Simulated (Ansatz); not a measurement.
**triplet C2O: levels of theory in one basis**

```xyz
3

C     0.0000    0.0000   -1.2968
C     0.0000    0.0000    0.0000
O     0.0000    0.0000    1.1105
```

Basis set: def2-SVP (spherical functions). Left uncorrelated: 3 orbitals. Correlation on ROHF uses semicanonical orbitals with singles. Charge 0, multiplicity 3.

Computed with Ansatz (development build ahead of 0.2.0); each method stands on the lowest determinant of its kind that the runs found.

```json
{"method": "ROHF", "E − E(ROHF) (eV)": "0.00", "<S²> of the determinant": "2.00"}
{"method": "UHF", "E − E(ROHF) (eV)": "-0.28", "<S²> of the determinant": "2.05"}
{"method": "UHF-MP2", "E − E(ROHF) (eV)": "-10.08", "<S²> of the determinant": "2.05"}
{"method": "ROHF-CCSD(T)", "E − E(ROHF) (eV)": "-11.01", "<S²> of the determinant": "–"}
{"method": "UHF-CCSD(T)", "E − E(ROHF) (eV)": "-11.01", "<S²> of the determinant": "2.05"}
```

(1) What does ROHF-MP2 give on the same scale?

(2) Is a single determinant a sound starting point here?

Results:

(1) -10.17 eV.

(2) By this sign, yes. Unrestricted orbitals gain 0.28 eV and <S²> is 2.05 against 2.00 for a pure state.
